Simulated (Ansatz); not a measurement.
# Could Nb₃Sn exist in this structure?

Plane-wave DFT in Ansatz with scalar-relativistic PAW potentials. The crystal relaxes under PBE to Pm-3n with a = 5.319 Å, 18.81 Å³/atom. No spin polarisation.

```cif
data_structure
_symmetry_space_group_name_H-M 'Pm-3n'
_symmetry_Int_Tables_number 223
_cell_length_a 5.3191
_cell_length_b 5.3191
_cell_length_c 5.3191
_cell_angle_alpha 90.000
_cell_angle_beta 90.000
_cell_angle_gamma 90.000
_cell_volume 150.50
loop_
_atom_site_label
_atom_site_type_symbol
_atom_site_symmetry_multiplicity
_atom_site_Wyckoff_symbol
_atom_site_fract_x
_atom_site_fract_y
_atom_site_fract_z
_atom_site_occupancy
Nb1 Nb 6 c 0.25000 0.00000 0.50000 1
Sn1 Sn 2 a 0.00000 0.00000 0.00000 1
```

Question: Test it against the elements, against displacements at the zone centre and against strain.

Answer:
- Energy over the elements: -0.171 eV/atom (PBE, standard states in the same functional, gases uncorrected)
- Optical modes at Γ: all 21 real, 92 to 200 cm⁻¹ (PBE, no gap at this level, so no LO-TO term)
- Least eigenvalue of the elastic tensor: 41 GPa (PBE, smearing 0.15 eV on a cell relaxed with it; where the run has no gap this value hangs on mesh and smearing)

It passes all three tests. So it is a local minimum against everything tried and bound against the elements. Modes at other wave vectors, other structures and decomposition into other compounds weren't tested here.